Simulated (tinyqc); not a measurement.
Worked calculation: CCD on RHF in the sto-3g basis, frozen core, for LiH, spin multiplicity 1. One step of it, computed by the program tinyqc.

Question. CCD: starting amplitudes. t_ij^ab = <ij||ab> / (e_i + e_j - e_a - e_b), whose energy is MP2.

orbital energies (hartree): MO1 -2.347830, MO2 -0.288896, MO3 0.078580, MO4 0.163894, MO5 0.163894, MO6 0.559498

Two-electron integrals over orbitals (pq|rs), unique and non-zero (hartree); the lowest 1 orbital is frozen and left out:
```
(22|22) 0.490300    (32|22) -0.047860   (32|32) 0.012647    (33|22) 0.224866
(33|32) 0.006917    (33|33) 0.338315    (42|42) 0.023662    (43|42) 0.019243
(43|43) 0.041289    (44|22) 0.272299    (44|32) 0.005307    (44|33) 0.282094
(44|44) 0.312946    (52|52) 0.023662    (53|52) 0.019243    (53|53) 0.041289
(54|54) 0.016869    (55|22) 0.272299    (55|32) 0.005307    (55|33) 0.282094
(55|44) 0.279207    (55|55) 0.312946    (62|22) 0.129060    (62|32) -0.034103
(62|33) -0.011230   (62|44) -0.014051   (62|55) -0.014051   (62|62) 0.123479
(63|22) -0.051159   (63|32) 0.008979    (63|33) 0.036003    (63|44) 0.001870
(63|55) 0.001870    (63|62) -0.031518   (63|63) 0.026364    (64|42) -0.019567
(64|43) -0.013795   (64|64) 0.019635    (65|52) -0.019567   (65|53) -0.013795
(65|65) 0.019635    (66|22) 0.455470    (66|32) -0.042842   (66|33) 0.241704
(66|44) 0.268669    (66|55) 0.268669    (66|62) 0.136956    (66|63) -0.043861
(66|66) 0.455120
```

Give: Starting amplitudes; correlation energy.

Answer.

Starting amplitudes (spin orbitals 1a, 1b, ...; amplitudes related by a flip of all spins are not repeated):
```
from      to       t
2a 2b  6a 6b  -0.073
2a 2b  3a 6b   0.028
2a 2b  5a 5b  -0.026
2a 2b  4a 4b  -0.026
2a 2b  3a 3b  -0.017
```

correlation energy = -0.01235 hartree
